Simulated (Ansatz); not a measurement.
Al2H4⁻. Total charge -1; doublet. Geometry r2SCAN-D4/def2-TZVPD.

```xyz
6

Al    0.873    0.455    0.763
Al   -0.872   -0.455   -0.763
H    -0.710   -0.610   -2.375
H     2.338    0.985    0.294
H     0.709    0.608    2.375
H    -2.338   -0.983   -0.293
```

LC-ωPBE has ω = 0.4 bohr⁻¹. At LDA (SPW92)/def2-TZVPD, revPBE-D4/def2-TZVPD, PBE0-D4/def2-SVPD the highest occupied level of the charge -1 doublet lies above zero (up to 0.73 eV). By energy differences its removal costs 1.40 eV (vertical, to the charge 0 singlet, at CCSD(T)/def2-TZVPPD). The structure comes from a short search, and lower isomers may exist.

Task: Estimate the α-spin orbital energies around the gap (eV) in Ansatz with LDA (SPW92)/def2-TZVPD, revPBE-D4/def2-TZVPD, PBE0-D4/def2-SVPD, BHLYP-D4/def2-TZVPD, LC-ωPBE/def2-TZVPD.

Result: 
| orbital | LDA (SPW92)/def2-TZVPD | revPBE-D4/def2-TZVPD | PBE0-D4/def2-SVPD | BHLYP-D4/def2-TZVPD | LC-ωPBE/def2-TZVPD |
| --- | --- | --- | --- | --- | --- |
| HOMO−9 | -63.48 | -63.38 | -68.35 | -73.07 | -69.38 |
| HOMO−8 | -63.48 | -63.38 | -68.35 | -73.07 | -69.38 |
| HOMO−7 | -63.47 | -63.37 | -68.34 | -73.07 | -69.36 |
| HOMO−6 | -63.44 | -63.34 | -68.31 | -73.04 | -69.33 |
| HOMO−5 | -5.59 | -5.42 | -6.95 | -8.38 | -10.45 |
| HOMO−4 | -4.58 | -4.43 | -5.83 | -7.17 | -9.03 |
| HOMO−3 | -2.49 | -2.40 | -3.60 | -4.79 | -6.46 |
| HOMO−2 | -2.17 | -2.10 | -3.27 | -4.48 | -6.08 |
| HOMO−1 | -1.19 | -1.07 | -2.07 | -3.00 | -4.58 |
| HOMO | 0.68 | 0.73 | 0.10 | -0.30 | -1.90 |
| LUMO | 2.54 | 2.72 | 3.37 | 3.92 | 4.54 |
| LUMO+1 | 3.17 | 3.18 | 3.74 | 3.97 | 4.66 |
| LUMO+2 | 3.20 | 3.19 | 4.04 | 3.98 | 4.79 |
| LUMO+3 | 3.70 | 3.94 | 4.70 | 5.10 | 5.90 |
| LUMO+4 | 3.97 | 4.16 | 5.05 | 5.22 | 5.94 |
| LUMO+5 | 4.23 | 4.28 | 5.19 | 5.37 | 6.19 |
| β HOMO | -0.97 | -0.85 | -1.83 | -2.75 | -4.32 |
| β LUMO | 1.31 | 1.75 | 2.45 | 3.06 | 4.32 |
